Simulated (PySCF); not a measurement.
# BClH3P: NMR shifts at several levels of theory, part 1 of 2

Aim: compute the NMR shifts of BClH3P (`PBCl`) at several levels, and see how far they spread and what each costs.

Programs: PySCF 2.14.0, with density-fitted response routines of our own. Each step states its level of theory. These are calculated values for one molecule in the gas phase, unless marked as measured. Atoms are numbered from 0 throughout.

### 1 The starting structure

6 atoms, charge 0, multiplicity 1; geometry from: PBE0-D3(BJ)/def2-SVP.

Bonds of the start (Å): P0–B1 1.89, B1–Cl2 1.75, P0–H3 1.42, P0–H4 1.42, B1–H5 1.21.

### 2 Nuclear shieldings: PBE0/6-31G*

Job settings and geometry (Å):

```
{"job": {"kind": "nmr", "xc": "PBE0", "basis": "6-31G*", "pop": true}, "charge": 0, "multiplicity": 1}
P     -0.306791    -0.359082    -1.140619
B      1.475853     0.061483    -0.676285
Cl     2.675243    -1.191485    -0.445508
H     -0.545307    -1.480507    -0.301059
H     -0.979503     0.632449    -0.375362
H      1.853977     1.205804    -0.664947
```

Level: GIAO PBE0/6-31G* NMR shielding, non-relativistic, gas phase.

Launch:

```
$ OMP_NUM_THREADS=1 python probes_run.py task.json out
```

The driver reads the jobs from task.json and runs them one after another.

What it wrote:

```text
coarse grid: 6200 points
cycle   1  E = -827.8917816524  dE =  9.543e-02  |g| = 1.623e-01  |ddm| = 2.224e+00
cycle   2  E = -827.8946077762  dE = -2.826e-03  |g| = 1.545e-01  |ddm| = 4.822e-01
cycle   3  E = -827.9019930369  dE = -7.385e-03  |g| = 2.473e-02  |ddm| = 2.400e-01
cycle   4  E = -827.9021770701  dE = -1.840e-04  |g| = 1.021e-02  |ddm| = 4.728e-02
cycle   5  E = -827.9022137310  dE = -3.666e-05  |g| = 1.542e-03  |ddm| = 1.446e-02
cycle   6  E = -827.9022145132  dE = -7.821e-07  |g| = 4.766e-04  |ddm| = 3.059e-03
final grid: 51000 points
cycle   7  E = -827.8691625383  dE = -6.606e-06  |g| = 4.066e-03  |ddm| = 1.491e-02
cycle   8  E = -827.8691609524  dE =  1.586e-06  |g| = 4.593e-03  |ddm| = 1.172e-02
cycle   9  E = -827.8691687173  dE = -7.765e-06  |g| = 3.882e-04  |ddm| = 6.432e-03
cycle  10  E = -827.8691687662  dE = -4.891e-08  |g| = 1.079e-04  |ddm| = 6.816e-04
cycle  11  E = -827.8691687698  dE = -3.651e-09  |g| = 1.781e-05  |ddm| = 1.470e-04
cycle  12  E = -827.8691687699  dE = -1.241e-10  |g| = 3.869e-06  |ddm| = 3.553e-05
converged SCF energy = -827.8691687699

GIAO shielding tensors (ppm)
atom      isotropic    diamagn.    paramagn.     s11        s22        s33       span
  0 P      513.993     968.276    -454.284    432.894    503.644    605.440    172.546
  1 B       33.645     196.532    -162.887    -49.713     30.253    120.395    170.108
  2 Cl     667.701    1146.486    -478.785    335.234    577.315   1090.552    755.318
  3 H       28.634      29.910      -1.276     24.002     27.417     34.484     10.482
  4 H       28.616      30.170      -1.555     24.489     26.517     34.841     10.352
  5 H       24.065      28.366      -4.301     21.558     24.364     26.271      4.713
```

Wall time 2.9 s (1 thread of Arm Neoverse V1, shared host); peak memory 0.32 GiB.

Shifts follow as δ = σ(reference) − σ, with reference shieldings (ppm) from runs at the same level and on the same kind of geometry: 1H TMS 31.96, 31P H3PO4 376.2, 11B BF3·OEt2 112.3, 35Cl HCl 930. The references are single molecules in the gas phase, so shifts against H2O, NH3, PH3, H3PO4 or CFCl3 are not on the usual liquid scales and can be off by tens of ppm. Atoms listed in one row are averaged.

| atoms | environment | σ (ppm) | δ (ppm) |
| --- | --- | --- | --- |
| H5 | hydrogen on a boron bonded to Cl, P | 24.06 | 7.90 |
| H3, H4 | hydrogen on a phosphorus bonded to B | 28.62 | 3.34 |
| P0 | phosphorus bonded to B, 2 H | 514.0 | -137.8 |
| B1 | boron bonded to Cl, P, H | 33.6 | 78.6 |
| Cl2 | chlorine bonded to B | 668 | 262 |

Charges from the same density, by scheme (e):

| atoms | Mulliken | IAO | Hirshfeld | ESP fit |
| --- | --- | --- | --- | --- |
| P0 | -0.07 | 0.11 | 0.01 | -0.24 |
| B1 | -0.02 | -0.10 | 0.10 | 0.16 |
| Cl2 | -0.10 | -0.05 | -0.08 | -0.11 |

Mayer bond orders: P0–B1 1.18, B1–Cl2 1.21.

### 3 Shielding tensors: PBE0/6-311+G(2d,p)

Same as in step 2 but for these lines:

```diff
@@ -1,2 +1,2 @@
-{"job": {"kind": "nmr", "xc": "PBE0", "basis": "6-31G*", "pop": true}, "charge": 0, "multiplicity": 1}
+{"job": {"kind": "nmr", "xc": "PBE0", "basis": "6-311+G(2d,p)", "pop": true}, "charge": 0, "multiplicity": 1}
 P     -0.306791    -0.359082    -1.140619
```

Method: GIAO PBE0/6-311+G(2d,p) NMR shielding, non-relativistic, gas phase.

What it wrote:

```text
coarse grid: 6200 points
cycle   1  E = -827.9239199762  dE =  5.907e-02  |g| = 2.011e-01  |ddm| = 1.880e+00
cycle   2  E = -827.9270767422  dE = -3.157e-03  |g| = 1.400e-01  |ddm| = 3.668e-01
cycle   3  E = -827.9317164407  dE = -4.640e-03  |g| = 4.916e-02  |ddm| = 1.903e-01
cycle   4  E = -827.9322619440  dE = -5.455e-04  |g| = 1.295e-02  |ddm| = 5.069e-02
cycle   5  E = -827.9323160990  dE = -5.415e-05  |g| = 2.925e-03  |ddm| = 1.523e-02
cycle   6  E = -827.9323186070  dE = -2.508e-06  |g| = 9.418e-04  |ddm| = 3.760e-03
final grid: 51000 points
cycle   7  E = -827.9406616878  dE = -1.764e-05  |g| = 5.352e-03  |ddm| = 2.460e-02
cycle   8  E = -827.9406593086  dE =  2.379e-06  |g| = 5.828e-03  |ddm| = 1.068e-02
cycle   9  E = -827.9406688311  dE = -9.522e-06  |g| = 6.167e-04  |ddm| = 5.887e-03
cycle  10  E = -827.9406689452  dE = -1.141e-07  |g| = 1.734e-04  |ddm| = 7.323e-04
cycle  11  E = -827.9406689536  dE = -8.361e-09  |g| = 3.914e-05  |ddm| = 1.833e-04
cycle  12  E = -827.9406689540  dE = -4.413e-10  |g| = 7.433e-06  |ddm| = 5.432e-05
converged SCF energy = -827.9406689540

GIAO shielding tensors (ppm)
atom      isotropic    diamagn.    paramagn.     s11        s22        s33       span
  0 P      475.259     967.725    -492.466    379.689    463.178    582.909    203.220
  1 B       21.108     193.947    -172.839    -67.428     18.591    112.162    179.590
  2 Cl     638.429    1147.007    -508.578    302.672    560.661   1051.954    749.282
  3 H       28.125      29.146      -1.020     23.799     26.906     33.671      9.873
  4 H       27.961      29.573      -1.612     24.008     25.857     34.019     10.011
  5 H       23.474      28.984      -5.509     20.510     23.702     26.210      5.700
```

It took 5.3 s on 1 thread of Arm Neoverse V1, shared host; peak memory 0.45 GiB.

In short: δ P0 -178.3, B1 81.3, Cl2 310, H5 8.04, H3 3.47 ppm (means over like atoms).

### 4 NMR shieldings: PBE0/def2-SVP

Same as in step 3 but for these lines:

```diff
@@ -1,2 +1,2 @@
-{"job": {"kind": "nmr", "xc": "PBE0", "basis": "6-311+G(2d,p)", "pop": true}, "charge": 0, "multiplicity": 1}
+{"job": {"kind": "nmr", "xc": "PBE0", "basis": "def2-SVP", "pop": true}, "charge": 0, "multiplicity": 1}
 P     -0.306791    -0.359082    -1.140619
```

Level: GIAO PBE0/def2-SVP NMR shielding, non-relativistic, gas phase.

What it wrote:

```text
coarse grid: 6200 points
cycle   1  E = -827.5482741238  dE =  5.818e-02  |g| = 1.529e-01  |ddm| = 2.291e+00
cycle   2  E = -827.5503041908  dE = -2.030e-03  |g| = 1.473e-01  |ddm| = 4.716e-01
cycle   3  E = -827.5563548251  dE = -6.051e-03  |g| = 2.546e-02  |ddm| = 2.392e-01
cycle   4  E = -827.5565460256  dE = -1.912e-04  |g| = 1.055e-02  |ddm| = 4.278e-02
cycle   5  E = -827.5565861546  dE = -4.013e-05  |g| = 1.418e-03  |ddm| = 1.467e-02
cycle   6  E = -827.5565868109  dE = -6.562e-07  |g| = 4.917e-04  |ddm| = 3.146e-03
final grid: 51000 points
cycle   7  E = -827.6422989080  dE = -9.599e-06  |g| = 3.604e-03  |ddm| = 1.845e-02
cycle   8  E = -827.6422979443  dE =  9.637e-07  |g| = 3.917e-03  |ddm| = 1.105e-02
cycle   9  E = -827.6423034108  dE = -5.466e-06  |g| = 3.856e-04  |ddm| = 5.844e-03
cycle  10  E = -827.6423034585  dE = -4.777e-08  |g| = 1.043e-04  |ddm| = 6.296e-04
cycle  11  E = -827.6423034618  dE = -3.307e-09  |g| = 1.723e-05  |ddm| = 1.507e-04
cycle  12  E = -827.6423034620  dE = -1.128e-10  |g| = 4.091e-06  |ddm| = 3.098e-05
converged SCF energy = -827.6423034620

GIAO shielding tensors (ppm)
atom      isotropic    diamagn.    paramagn.     s11        s22        s33       span
  0 P      543.978     965.367    -421.389    462.637    532.141    637.156    174.519
  1 B       29.858     194.925    -165.067    -57.671     26.738    120.506    178.177
  2 Cl     672.408    1145.540    -473.132    345.250    556.052   1115.923    770.673
  3 H       28.322      30.034      -1.711     23.909     27.002     34.056     10.147
  4 H       28.170      30.229      -2.059     24.143     25.946     34.421     10.278
  5 H       23.548      28.697      -5.149     20.953     23.881     25.810      4.858
```

Run time: 2.8 s. Hardware: 1 thread of Arm Neoverse V1, shared host; peak memory 0.45 GiB.

This run: δ P0 -158.1, B1 80.8, Cl2 296, H5 7.79, H3 3.10 ppm (means over like atoms).

### 5 NMR shieldings: PBE0/def2-TZVP

Same as in step 4 but for these lines:

```diff
@@ -1,2 +1,2 @@
-{"job": {"kind": "nmr", "xc": "PBE0", "basis": "def2-SVP", "pop": true}, "charge": 0, "multiplicity": 1}
+{"job": {"kind": "nmr", "xc": "PBE0", "basis": "def2-TZVP", "pop": true}, "charge": 0, "multiplicity": 1}
 P     -0.306791    -0.359082    -1.140619
```

Method: GIAO PBE0/def2-TZVP NMR shielding, non-relativistic, gas phase.

What it wrote:

```text
coarse grid: 6200 points
cycle   1  E = -827.9366729150  dE =  8.348e-02  |g| = 1.689e-01  |ddm| = 1.777e+00
cycle   2  E = -827.9402668736  dE = -3.594e-03  |g| = 1.378e-01  |ddm| = 3.245e-01
cycle   3  E = -827.9449913106  dE = -4.724e-03  |g| = 3.393e-02  |ddm| = 1.488e-01
cycle   4  E = -827.9451964957  dE = -2.052e-04  |g| = 1.219e-02  |ddm| = 3.132e-02
cycle   5  E = -827.9452422663  dE = -4.577e-05  |g| = 3.009e-03  |ddm| = 1.241e-02
cycle   6  E = -827.9452448841  dE = -2.618e-06  |g| = 1.016e-03  |ddm| = 3.271e-03
final grid: 51000 points
cycle   7  E = -827.9443415457  dE = -1.652e-05  |g| = 5.864e-03  |ddm| = 1.970e-02
cycle   8  E = -827.9443388378  dE =  2.708e-06  |g| = 6.123e-03  |ddm| = 1.012e-02
cycle   9  E = -827.9443491387  dE = -1.030e-05  |g| = 7.852e-04  |ddm| = 5.834e-03
cycle  10  E = -827.9443493259  dE = -1.871e-07  |g| = 1.845e-04  |ddm| = 6.997e-04
cycle  11  E = -827.9443493355  dE = -9.651e-09  |g| = 3.782e-05  |ddm| = 1.737e-04
cycle  12  E = -827.9443493360  dE = -4.121e-10  |g| = 9.036e-06  |ddm| = 3.418e-05
converged SCF energy = -827.9443493360

GIAO shielding tensors (ppm)
atom      isotropic    diamagn.    paramagn.     s11        s22        s33       span
  0 P      462.097     965.836    -503.739    367.342    448.810    570.137    202.795
  1 B       18.921     189.630    -170.709    -71.572     15.316    113.019    184.591
  2 Cl     611.150    1144.239    -533.089    259.498    522.340   1051.611    792.113
  3 H       28.128      30.290      -2.162     23.871     26.984     33.528      9.657
  4 H       27.915      30.385      -2.470     24.046     25.932     33.769      9.723
  5 H       23.439      27.782      -4.342     20.354     23.761     26.203      5.849
```

Wall time 5.9 s (1 thread of Arm Neoverse V1, shared host); peak memory 0.46 GiB.

Key values: δ P0 -181.1, B1 83.7, Cl2 322, H5 8.04, H3 3.46 ppm (means over like atoms).

### 6 NMR shieldings: PBE0/cc-pVDZ

Same as in step 5 but for these lines:

```diff
@@ -1,2 +1,2 @@
-{"job": {"kind": "nmr", "xc": "PBE0", "basis": "def2-TZVP", "pop": true}, "charge": 0, "multiplicity": 1}
+{"job": {"kind": "nmr", "xc": "PBE0", "basis": "cc-pVDZ", "pop": true}, "charge": 0, "multiplicity": 1}
 P     -0.306791    -0.359082    -1.140619
```

With the program's defaults for keys left out, this is: GIAO PBE0/cc-pVDZ NMR shielding, non-relativistic, gas phase.

What it wrote:

```text
coarse grid: 6200 points
cycle   1  E = -827.8926869109  dE =  1.081e-01  |g| = 1.590e-01  |ddm| = 4.225e+00
cycle   2  E = -827.8946468111  dE = -1.960e-03  |g| = 1.553e-01  |ddm| = 8.032e-01
cycle   3  E = -827.9016548877  dE = -7.008e-03  |g| = 2.525e-02  |ddm| = 3.739e-01
cycle   4  E = -827.9018434060  dE = -1.885e-04  |g| = 1.081e-02  |ddm| = 7.530e-02
cycle   5  E = -827.9018855896  dE = -4.218e-05  |g| = 1.683e-03  |ddm| = 2.592e-02
cycle   6  E = -827.9018865593  dE = -9.698e-07  |g| = 4.802e-04  |ddm| = 5.234e-03
final grid: 51000 points
cycle   7  E = -827.9178417842  dE = -6.985e-06  |g| = 3.698e-03  |ddm| = 3.830e-02
cycle   8  E = -827.9178400558  dE =  1.728e-06  |g| = 4.296e-03  |ddm| = 1.947e-02
cycle   9  E = -827.9178467688  dE = -6.713e-06  |g| = 4.100e-04  |ddm| = 1.034e-02
cycle  10  E = -827.9178468231  dE = -5.426e-08  |g| = 1.061e-04  |ddm| = 9.881e-04
cycle  11  E = -827.9178468266  dE = -3.500e-09  |g| = 1.796e-05  |ddm| = 2.619e-04
cycle  12  E = -827.9178468267  dE = -1.353e-10  |g| = 4.643e-06  |ddm| = 4.535e-05
converged SCF energy = -827.9178468267

GIAO shielding tensors (ppm)
atom      isotropic    diamagn.    paramagn.     s11        s22        s33       span
  0 P      537.600     967.910    -430.310    453.976    525.384    633.438    179.462
  1 B       32.437     195.198    -162.761    -53.775     29.457    121.629    175.404
  2 Cl     673.445    1147.398    -473.952    355.227    577.926   1087.183    731.956
  3 H       28.212      29.885      -1.673     23.815     26.830     33.990     10.175
  4 H       28.092      30.088      -1.996     24.074     25.946     34.255     10.181
  5 H       23.375      28.499      -5.124     20.697     23.565     25.864      5.167
```

Run time: 3.2 s. Hardware: 1 thread of Arm Neoverse V1, shared host; peak memory 0.46 GiB.

This run: δ P0 -148.2, B1 81.4, Cl2 287, H5 7.91, H3 3.14 ppm (means over like atoms).

(Continued in part 2 of 2.)
